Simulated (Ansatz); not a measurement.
## Strength of the C–C bond: C5H10O → C3H7 + C2H3O

Species: C5H10O (3-methyl-2-butanone) `CC(=O)C(C)C`, singlet; C3H7 `C[CH]C`, doublet; C2H3O (acetyl radical) `C[C]=O`, doublet. 

Shapes, held fixed at every level: PBE0-D4/def2-TZVP. Flexible molecules stand in one conformer, not always the lowest. Programs: Ansatz 0.2.0. Electronic energies: no zero-point or thermal term.

| level | kind | ΔE (kJ/mol) | less CCSD(T)/CBS estimate |
| --- | --- | --- | --- |
| HF/def2-TZVPP | Hartree–Fock | +238.0 | -121.7 |
| r2SCAN-D4/def2-TZVPP | meta-GGA | +320.9 | -38.8 |
| wB97M-V/def2-TZVPP | range-separated hybrid | +354.3 | -5.4 |
| wB97X-V/def2-TZVPP | range-separated hybrid | +351.5 | -8.2 |
| MP2/def2-TZVPP | perturbation theory | +373.3 | +13.6 |
| CCSD/def2-TZVPP | coupled cluster or CI | +342.9 | -16.8 |
| CCSD(T)/CBS estimate | coupled cluster or CI | +359.7 | 0.0 |

The highest level, CCSD(T)/CBS estimate, gives ΔE = +359.7 kJ/mol; the levels span +238.0 to +373.3. The column of differences is taken from that level and isn't an error. Hartree–Fock misses the correlation of the pair that is broken and comes out low. No measured value is set beside it here. Open shells run unrestricted unless RO is named. The CBS estimate extrapolates MP2 from def2-TZVPP and def2-QZVPP and adds CCSD(T) − MP2 in the triple-zeta set, cores frozen.
